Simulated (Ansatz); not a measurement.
A nudged elastic band was laid between two geometries of CH$_{4}$NO$_{2}$P (9 atoms, charge 0, multiplicity 1).

The calculation used RKS PBE-D4/def2-SVP in Ansatz 0.2.0.

```
movable images  : 5
climbing image  : yes
spring          : 5.0 eV/Å²
optimiser       : fire
start path      : through a guess of the saddle point
force threshold : 0.03 eV/Å
iteration limit : 60
end points      : relaxed
largest step    : 0.02 Å
```

First end point:

```xyz
9
Properties=species:S:1:pos:R:3
O -0.061 1.774 0.144
C 0.605 0.639 0.393
O 1.740 0.913 1.049
N 0.295 -0.583 0.094
P -1.207 -0.791 -0.765
H -0.880 1.509 -0.345
H 2.156 0.036 1.185
H -0.769 -1.697 -1.796
H -1.791 -1.847 0.024
```

Last end point:

```xyz
9
Properties=species:S:1:pos:R:3
O -0.288 1.508 0.234
C 0.583 0.504 0.425
O 1.733 0.999 0.910
N 0.432 -0.754 0.210
P -1.011 -1.536 -0.306
H -1.089 1.116 -0.181
H 2.306 0.215 1.036
H -0.680 -1.698 -1.708
H -1.897 -0.402 -0.637
```

(1) Which bonds break or form, and what moves?

(2) Give the energies along the band, and the barrier.

(3) What is the geometry of the highest image?

Results:

(1) No bond is made or broken. The height of P5 over the plane of its neighbours goes from 0.76 to -0.77 Å.

(2) It converged. The highest image is number 3 of 0 to 6, 143.2 kJ/mol above the first end and 135.9 kJ/mol above the last; the last end lies 7.3 kJ/mol above the first. Neighbouring images differ by up to 1.3 eV, so the band resolves the path poorly. Another band between the same ends (5 images) ends at a top of the same energy, where a vibrational analysis finds 1 clearly imaginary mode.

| image | path coordinate (Å) | energy (kJ/mol) | height of P5 over the plane of its neighbours (Å) |
| --- | --- | --- | --- |
| 0 | 0.00 | 0.0 | 0.76 |
| 1 | 0.44 | 11.5 | 0.67 |
| 2 | 0.87 | 63.7 | 0.42 |
| 3 | 1.31 | 143.2 | -0.04 |
| 4 | 1.98 | 15.7 | -0.69 |
| 5 | 2.65 | 7.9 | -0.76 |
| 6 | 3.33 | 7.3 | -0.77 |

(3) 
```xyz
9
Properties=species:S:1:pos:R:3:forces:R:3
O -0.165 1.547 0.074 0.00 0.00 -0.01
C 0.653 0.576 0.416 0.03 0.01 0.02
O 1.738 1.008 1.055 -0.02 0.01 -0.01
N 0.518 -0.716 0.203 0.00 -0.01 0.00
P -0.917 -1.142 -0.630 0.00 0.01 0.00
H -0.913 1.024 -0.403 0.00 0.00 0.00
H 2.247 0.189 1.243 0.00 -0.01 0.01
H -0.947 -1.186 -2.036 -0.01 0.00 0.00
H -2.125 -1.345 0.061 0.00 -0.01 0.00
```

Time of the run: 12 min on 1 thread of Arm Neoverse V1, on a shared host, peak memory 0.12 GiB.
